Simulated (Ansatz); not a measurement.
# C₃H₇FO: one species, many methods

The task here is to estimate one member of a computed series from the others.

Program: Ansatz 0.2.0, Gaussian basis. Level of theory: functionals in def2-TZVPP, the program's frozen cores in correlated methods. These are calculated values, not measurements.

Levels to be run: PBE-D4, r2SCAN-D4, PBE0-D4, B3LYP-D4, ωB97X-V, ωB97M-V, B2PLYP; CCSD(T)/def2-TZVPP; MP2/def2-QZVPP; extrapolation to the limit.

### Structure used throughout

All runs share one geometry, relaxed beforehand with PBE0-D4 in a triple-zeta def2 set.

SMILES `COCCF`, 12 atoms, charge 0, spin multiplicity 1.

Atoms are counted from 1 here; the program's logs count them from 0.

Bond lengths: C1–O2 1.401 Å, C1–H6 1.099 Å, C1–H7 1.099 Å, C1–H8 1.090 Å, O2–C3 1.399 Å, C3–C4 1.510 Å, C3–H9 1.100 Å, C3–H10 1.100 Å, C4–F5 1.381 Å, C4–H11 1.093 Å, C4–H12 1.093 Å. Angles: O2–C1–H6 111.4°, O2–C1–H7 111.4°, O2–C1–H8 107.6°, H6–C1–H7 108.4°, H6–C1–H8 109.0°, H7–C1–H8 109.0°, C1–O2–C3 112.6°, O2–C3–C4 107.3°, O2–C3–H9 111.2°, O2–C3–H10 111.2°, C4–C3–H9 109.7°, C4–C3–H10 109.7°, H9–C3–H10 107.7°, C3–C4–F5 109.0°, C3–C4–H11 110.7°, C3–C4–H12 110.7°, F5–C4–H11 108.6°, F5–C4–H12 108.6° and more.

The first run:

in.yaml

```yaml
crystal:
  periodic: [false, false, false]
  atoms:
    - {symbol: C, position_ang: [-0.444502, 1.087402, 1.482399]}
    - {symbol: O, position_ang: [-0.468259, 0.734612, 0.126430]}
    - {symbol: C, position_ang: [0.248361, -0.438414, -0.136064]}
    - {symbol: C, position_ang: [0.147597, -0.704142, -1.618613]}
    - {symbol: F, position_ang: [0.842801, -1.859310, -1.916767]}
    - {symbol: H, position_ang: [0.581113, 1.267773, 1.832431]}
    - {symbol: H, position_ang: [-0.892174, 0.303949, 2.109081]}
    - {symbol: H, position_ang: [-1.023352, 2.004167, 1.593685]}
    - {symbol: H, position_ang: [1.305256, -0.331931, 0.151353]}
    - {symbol: H, position_ang: [-0.165328, -1.291195, 0.423061]}
    - {symbol: H, position_ang: [0.581757, 0.120579, -2.190024]}
    - {symbol: H, position_ang: [-0.895369, -0.838591, -1.917471]}
basis:
  gaussian: {orbitals: def2-TZVPP}
hamiltonian: {xc: pbe, dispersion: d4}
output: {forces: true, orbitals: {seedname: orbitals}}
```

On the command line:

```sh
> ansatz run in.yaml --threads 4 --pin off --events-out ev --progress --plain --max-ram 10444MiB
```

Steps of the session up to this table: PBE-D4 (GGA); r2SCAN-D4 (meta-GGA); PBE0-D4 (hybrid); B3LYP-D4 (hybrid); ωB97X-V (range-separated); ωB97M-V (range-separated); B2PLYP (double hybrid); CCSD(T) in def2-TZVPP; MP2 in def2-QZVPP.

One table of the session follows, with a row left open; its other results are not shown here.

| method | atomisation energy (kJ/mol) |
| --- | --- |
| PBE-D4 | 4717.4 |
| r2SCAN-D4 | 4615.7 |
| PBE0-D4 | 4623.7 |
| B3LYP-D4 | 4607.2 |
| ωB97X-V | 4616.9 |
| ωB97M-V | ? |
| B2PLYP | 4565.1 |
| HF/def2-TZVPP | 3352.1 |
| MP2/def2-TZVPP | 4574.3 |
| CCSD/def2-TZVPP | 4436.9 |
| CCSD(T)/def2-TZVPP | 4499.9 |
| MP2/CBS | 4684.2 |
| CCSD(T)/CBS | 4609.8 |

**Question.** Estimate the row for ωB97M-V.

**Answer.** atomisation energy (kJ/mol): 4620.0. In the column «atomisation energy (kJ/mol)» it lies between ωB97X-V (4616.9) and PBE0-D4 (4623.7).
